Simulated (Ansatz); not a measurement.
Active spaces for HNO, singlet

Calculated in Ansatz's Gaussian-basis code. Basis cc-pVDZ, nonrelativistic, 2 orbitals frozen in the corrections. State-specific CASSCF; RHF is the lowest restricted (open-shell) Hartree–Fock solution met. Solutions may break the symmetry of the shape. The lowest solution met needn't be the lowest there is, nor hold the orbitals that a chemist would pick.

Geometry:

| atom | x (Å) | y (Å) | z (Å) |
| --- | --- | --- | --- |
| N | 0.0000 | 0.4616 | -0.4173 |
| H | 0.0000 | 1.4066 | 0.2492 |
| O | 0.0000 | -0.5797 | 0.3340 |

Question: What do CASSCF and its corrections give against RHF in CAS(12,9), and what are the occupations?

Answer: CASSCF -4.230 eV, SC-NEVPT2 -9.688 eV; occupations 2.00, 2.00, 1.99, 1.96, 1.96, 1.89, 0.12, 0.04, 0.04.
